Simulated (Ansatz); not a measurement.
Run this with Ansatz 0.2.0 through its Python package and show what comes out.

Contents of `h6si2.xyz`:
```text
8

Si   -0.30540    0.44500   -0.97080
Si    0.33490   -0.50510    0.97480
H     0.78070    0.94430   -1.80160
H    -1.06910   -0.45360   -1.81230
H    -1.20730    1.66810   -0.71900
H     1.12770    0.46780    1.80050
H     1.22080   -1.68550    0.69840
H    -0.79020   -0.93800    1.77420
```

Script `md_h6si2.py`:
```python
"""Molecular dynamics of one H6Si2 molecule."""

import warnings

import ansatz as az
import numpy as np

warnings.simplefilter("ignore", az.DeckWarning)

system = az.Crystal.molecule_from_extxyz("h6si2.xyz")

setup = (
    system.calculation()
    .basis(gaussian="def2-SVP")  # atom-centred Gaussian functions
    .functional("pbe", dispersion="d4")
    .md("nvt_langevin", timestep=0.5, steps=20, temperature=200, initial_velocities="maxwell_boltzmann", seed=76, friction=0.01)
)
frames = []
outcome = setup.session().plan().execute(on_event=lambda e: frames.append(e["data"]) if e["event"] == "md_step" else None)
print("t (fs)   E_pot (eV)      E_kin (eV)   T (K)   d(0-1) (A)")
for f in frames[::1]:
    xyz = np.array(f["positions_ang"])
    print(f"{f['time_fs']:6.2f} {f['lagrangian_ev']:14.5f} {f['e_kin_ev']:10.5f} {f['temperature_k']:8.1f} {np.linalg.norm(xyz[0] - xyz[1]):9.4f}")
print("mean temperature", round(float(np.mean([f["temperature_k"] for f in frames])), 1), "K")
```

Running `python md_h6si2.py` prints:
```text
t (fs)   E_pot (eV)      E_kin (eV)   T (K)   d(0-1) (A)
  0.00   -15838.80621    0.18096    175.0    2.2579
  0.50   -15838.79083    0.16998    164.4    2.2619
  1.00   -15838.78192    0.16604    160.6    2.2661
  1.50   -15838.78221    0.16443    159.0    2.2703
  2.00   -15838.79283    0.18552    179.4    2.2745
  2.50   -15838.81217    0.19737    190.9    2.2786
  3.00   -15838.83774    0.22786    220.4    2.2827
  3.50   -15838.86471    0.26712    258.3    2.2870
  4.00   -15838.88762    0.30062    290.7    2.2918
  4.50   -15838.90348    0.31632    305.9    2.2969
  5.00   -15838.91070    0.33870    327.5    2.3023
  5.50   -15838.90817    0.33447    323.4    2.3081
  6.00   -15838.89609    0.30381    293.8    2.3138
  6.50   -15838.87748    0.27361    264.6    2.3194
  7.00   -15838.85509    0.25406    245.7    2.3249
  7.50   -15838.83173    0.23722    229.4    2.3307
  8.00   -15838.81159    0.21142    204.5    2.3368
  8.50   -15838.79706    0.19366    187.3    2.3430
  9.00   -15838.78855    0.19148    185.2    2.3492
  9.50   -15838.78615    0.18141    175.4    2.3554
 10.00   -15838.79101    0.18684    180.7    2.3616
mean temperature 224.9 K
```

Notes:
- Total energies depend on the basis set; only differences at equal settings carry meaning.
- The trajectory is only some femtoseconds long, so its temperature is not equilibrated; where the script doesn't relax first, it starts from a rough generated geometry.
- The printed temperature counts all 3N degrees of freedom under Langevin dynamics, so the first row lies under the target.
- Finished in 25 s on 1 thread of Arm Neoverse V2, on a shared host, peak memory 0.18 GiB.

(Lines on the test bed's own set-up are left out of the output.)
